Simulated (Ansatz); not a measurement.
This Ansatz (a first-principles code) input (CCSD(T)/cc-pVTZ) gives -274.53636 Eh with 104 basis functions. A basis named .json is the Basis Set Exchange file of that set (core-valence sets with the plain set on hydrogen).

Ansatz 0.2 input:
```yaml
crystal:
  periodic: [false, false, false]
  atoms:
    - {symbol: F, position_ang: [-0.02225252, 1.11779558, -0.29098290]}
    - {symbol: O, position_ang: [0.18529947, -0.00260891, 0.50398691]}
    - {symbol: F, position_ang: [-0.07464433, -1.11750055, -0.28329124]}
    - {symbol: H, position_ang: [-0.61032413, 0.01821598, 1.13657204]}
basis:
  gaussian:
    orbitals: cc-pVTZ
total_charge: 1
magnetization: {spin_polarized: false}
correlation: {method: ccsd_t, electrons: outside_noble_gas}
```

Change:
```diff
- orbitals: cc-pVTZ
+ orbitals: cc-pwCVQZ.json
```

Task: What does the run give now?

Result: -274.62852 Eh (CCSD(T)/cc-pwCVQZ, 282 functions), a change of -92.16 mEh.
